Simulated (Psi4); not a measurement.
Level of theory: SAPT0/jun-cc-pVDZ, frozen core in Psi4.

Psi4 input:

```
molecule {
0 1
O -0.00048710 0.38960124 -0.00000000
H -0.76477700 -0.19575723 0.00000000
H 0.76526411 -0.19384401 0.00000000
--
0 1
C 1.02241217 -0.36875015 4.15297244
O 1.22728471 0.81644478 3.39678813
H 1.39262704 -1.25974839 3.63378125
H 1.58478744 -0.25268335 5.07830294
H -0.03256741 -0.52003999 4.40720623
H 0.73999179 0.74347262 2.57043035
units angstrom
symmetry c1
no_reorient
no_com
}
set basis jun-cc-pvdz
set scf_type df
set freeze_core true
energy('sapt0')
```

Part of the output:

```
    SAPT Results
  --------------------------------------------------------------------------------------------------------
    Electrostatics                 -2.53645499 [mEh]      -1.59164954 [kcal/mol]      -6.65946166 [kJ/mol]
      Elst10,r                     -2.53645499 [mEh]      -1.59164954 [kcal/mol]      -6.65946166 [kJ/mol]

    Exchange                        0.88327594 [mEh]       0.55426402 [kcal/mol]       2.31904066 [kJ/mol]
      Exch10                        0.88327594 [mEh]       0.55426402 [kcal/mol]       2.31904066 [kJ/mol]
      Exch10(S^2)                   0.88263417 [mEh]       0.55386130 [kcal/mol]       2.31735569 [kJ/mol]

    Induction                      -0.36732670 [mEh]      -0.23050098 [kcal/mol]      -0.96441611 [kJ/mol]
      Ind20,r                      -0.44518622 [mEh]      -0.27935857 [kcal/mol]      -1.16883627 [kJ/mol]
      Exch-Ind20,r                  0.16935673 [mEh]       0.10627295 [kcal/mol]       0.44464603 [kJ/mol]
      delta HF,r (2)               -0.09149720 [mEh]      -0.05741536 [kcal/mol]      -0.24022588 [kJ/mol]

    Dispersion                     -0.55514382 [mEh]      -0.34835801 [kcal/mol]      -1.45752991 [kJ/mol]
      Disp20                       -0.60549618 [mEh]      -0.37995459 [kcal/mol]      -1.58972999 [kJ/mol]
      Exch-Disp20                   0.05035235 [mEh]       0.03159658 [kcal/mol]       0.13220008 [kJ/mol]
      Disp20 (SS)                  -0.30274809 [mEh]      -0.18997729 [kcal/mol]      -0.79486500 [kJ/mol]
      Disp20 (OS)                  -0.30274809 [mEh]      -0.18997729 [kcal/mol]      -0.79486500 [kJ/mol]
      Exch-Disp20 (SS)              0.02872402 [mEh]       0.01802460 [kcal/mol]       0.07541491 [kJ/mol]
      Exch-Disp20 (OS)              0.02162833 [mEh]       0.01357198 [kcal/mol]       0.05678517 [kJ/mol]

  Total HF                         -2.02050575 [mEh]      -1.26788650 [kcal/mol]      -5.30483711 [kJ/mol]
  Total SAPT0                      -2.57564957 [mEh]      -1.61624451 [kcal/mol]      -6.76236703 [kJ/mol]
```
